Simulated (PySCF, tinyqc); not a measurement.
Worked calculation: G0W0 on RHF in the sto-6g basis, for LiH, spin multiplicity 1. The lowest restricted solution is unstable here: a spin-polarised one lies 0.0008 hartree lower (PySCF). One step of it, computed by the program tinyqc.

Task: Iteration 1: building the Fock matrix. J_ij = sum D_kl (ij|kl), K_ij = sum D_kl (ik|jl); F = H + J - 0.5 K; E = tr D H + tr D J / 2 - 0.25 tr D K + E_nn.

D at the start, lower triangle:
```
,1Li 1s,1Li 2s,1Li 2px,1Li 2py,1Li 2pz,2H 1s
1Li 1s,2.075370
1Li 2s,-0.221970,1.011579
1Li 2px,0.000000,0.000000,0.000000
1Li 2py,0.000000,0.000000,0.000000,0.000000
1Li 2pz,0.005551,-0.006751,0.000000,0.000000,0.003443
2H 1s,-0.019174,0.094837,0.000000,0.000000,0.054912,0.919056
```

core Hamiltonian H = T + V (hartree), lower triangle:
```
,1Li 1s,1Li 2s,1Li 2px,1Li 2py,1Li 2pz,2H 1s
1Li 1s,-4.701912
1Li 2s,-0.998376,-1.333473
1Li 2px,0.000000,0.000000,-1.096239
1Li 2py,0.000000,0.000000,0.000000,-1.096239
1Li 2pz,-0.009844,-0.093015,0.000000,0.000000,-1.167340
2H 1s,-0.098202,-0.429736,0.000000,0.000000,-0.579772,-1.225335
```

Two-electron integrals (ij|kl) in chemists' order, unique and non-zero (hartree):
```
i,j,k,l,(ij|kl)
1,1,1,1,1.681247
2,1,1,1,0.242603
2,1,2,1,0.044507
2,2,1,1,0.397190
2,2,2,1,0.090279
2,2,2,2,0.290625
3,1,3,1,0.009437
3,2,3,1,0.014261
3,2,3,2,0.064236
3,3,1,1,0.397190
3,3,2,1,0.090279
3,3,2,2,0.290625
3,3,3,3,0.313125
4,1,4,1,0.009437
4,2,4,1,0.014261
4,2,4,2,0.064236
4,3,4,3,0.016875
4,4,1,1,0.397190
4,4,2,1,0.090279
4,4,2,2,0.290625
4,4,3,3,0.279374
4,4,4,4,0.313125
5,1,5,1,0.009437
5,2,5,1,0.014261
5,2,5,2,0.064236
5,3,5,3,0.016875
5,4,5,4,0.016875
5,5,1,1,0.397190
5,5,2,1,0.090279
5,5,2,2,0.290625
5,5,3,3,0.279374
5,5,4,4,0.279374
5,5,5,5,0.313125
6,1,1,1,0.022877
6,1,2,1,0.004136
6,1,2,2,0.008575
6,1,3,3,0.008451
6,1,4,4,0.008451
6,1,5,1,0.000557
6,1,5,2,0.001168
6,1,5,5,0.008824
6,1,6,1,0.000427
6,2,1,1,0.086436
6,2,2,1,0.020077
6,2,2,2,0.072654
6,2,3,3,0.068533
6,2,4,4,0.068533
6,2,5,1,0.003278
6,2,5,2,0.022485
6,2,5,5,0.080897
6,2,6,1,0.002305
6,2,6,2,0.034973
6,3,3,1,0.001317
6,3,3,2,0.006869
6,3,5,3,0.003015
6,3,6,3,0.001903
6,4,4,1,0.001317
6,4,4,2,0.006869
6,4,5,4,0.003015
6,4,6,4,0.001903
6,5,1,1,0.115552
6,5,2,1,0.027030
6,5,2,2,0.100514
6,5,3,3,0.093610
6,5,4,4,0.093610
6,5,5,1,0.005103
6,5,5,2,0.034921
6,5,5,5,0.114323
6,5,6,1,0.003201
6,5,6,2,0.052371
6,5,6,5,0.079018
6,6,1,1,0.251396
6,6,2,1,0.059209
6,6,2,2,0.235714
6,6,3,3,0.215791
6,6,4,4,0.215791
6,6,5,1,0.009730
6,6,5,2,0.085968
6,6,5,5,0.275563
6,6,6,1,0.007010
6,6,6,2,0.149278
6,6,6,5,0.230066
6,6,6,6,0.774999
```

nuclear repulsion = 0.75453024 hartree

Give: Coulomb J; exchange K; Fock matrix F; total energy of this density.

Result:

Coulomb J (hartree), lower triangle:
```
,1Li 1s,1Li 2s,1Li 2px,1Li 2py,1Li 2pz,2H 1s
1Li 1s,4.044
1Li 2s,0.636,1.320
1Li 2px,0.000,0.000,1.300
1Li 2py,0.000,0.000,0.000,1.300
1Li 2pz,0.010,0.086,0.000,0.000,1.360
2H 1s,0.062,0.393,0.000,0.000,0.559,1.499
```

exchange K (hartree), lower triangle:
```
,1Li 1s,1Li 2s,1Li 2px,1Li 2py,1Li 2pz,2H 1s
1Li 1s,3.427
1Li 2s,0.500,0.394
1Li 2px,0.000,0.000,0.082
1Li 2py,0.000,0.000,0.000,0.082
1Li 2pz,0.006,0.064,0.000,0.000,0.171
2H 1s,0.056,0.244,0.000,0.000,0.266,0.800
```

Fock matrix F (hartree), lower triangle:
```
,1Li 1s,1Li 2s,1Li 2px,1Li 2py,1Li 2pz,2H 1s
1Li 1s,-2.371
1Li 2s,-0.612,-0.210
1Li 2px,0.000,0.000,0.163
1Li 2py,0.000,0.000,0.000,0.163
1Li 2pz,-0.003,-0.039,0.000,0.000,0.107
2H 1s,-0.065,-0.158,0.000,0.000,-0.154,-0.126
```

total energy of this density = -7.72368 hartree

This density is the starting one; it is not idempotent, so its energy is not variational and may lie below the converged one.
